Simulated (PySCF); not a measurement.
Species: 2-chloroacrylonitrile, C₃H₂ClN.
Numbering: `[CH2:1]=[C:2]([Cl:3])[C:4]#[N:5]` (hydrogens: H6, H7 on C1)

The closed-shell ground state was solved at several levels (PySCF, density fitting, gas phase, non-relativistic). Isolated species at its PBE0-D3(BJ)/def2-SVP geometry, gas phase.

| level | basis functions | total energy (Eh) | HOMO (eV) | LUMO (eV) | gap (eV) | dipole (D) |
| --- | --- | --- | --- | --- | --- | --- |
| B3LYP/def2-TZVP | 173 | -630.5201 | -8.05 | -2.26 | 5.79 | 3.57 |
| B3LYP/cc-pVTZ | 182 | -630.5216 | -8.03 | -2.21 | 5.82 | 3.51 |
| PBE0/def2-SVPD | 123 | -629.8104 | -8.37 | -2.12 | 6.25 | 3.58 |
| PBE0/pcSseg-1 | 102 | -630.0286 | -8.34 | -2.05 | 6.29 | 3.55 |
| B3LYP/aug-cc-pVTZ-J | 292 | -630.5337 | -8.09 | -2.34 | 5.75 | 3.58 |
| wB97X-D/pcSseg-2 | 215 | -630.4415 | -10.13 | -0.32 | 9.81 | 3.63 |

Question: What might B3LYP/6-31G* (78 basis functions) give for the same quantities?

Answer: Total energy -630.4119 Eh, HOMO -7.82 eV, LUMO -1.87 eV, gap 5.95 eV, dipole 3.43 D.

Question: Over all these levels, which gives the widest orbital gap and which the narrowest?

Answer: wB97X-D/pcSseg-2 (range-separated hybrid) has the widest, 9.81 eV, and B3LYP/aug-cc-pVTZ-J (global hybrid, 20 % exact exchange) the narrowest, 5.75 eV. Functional and basis both differ between the two, so the spread mixes both effects.

Question: How much does the basis alone move the frontier levels among the 4 B3LYP rows (the withheld one included)?

Answer: The HOMO by 0.27 eV and the LUMO by 0.47 eV. By rising basis size (HOMO, LUMO in eV): 6-31G* -7.82, -1.87; def2-TZVP -8.05, -2.26; cc-pVTZ -8.03, -2.21; aug-cc-pVTZ-J -8.09, -2.34.

Question: How far do the dipole and the HOMO energy spread over the levels?

Answer: The dipole runs from 3.43 to 3.63 D (mean 3.55 D) and the HOMO from -10.13 to -7.82 eV.

wB97X-D is run here without its empirical dispersion term; that term would change no orbital, density or response property at a fixed geometry.
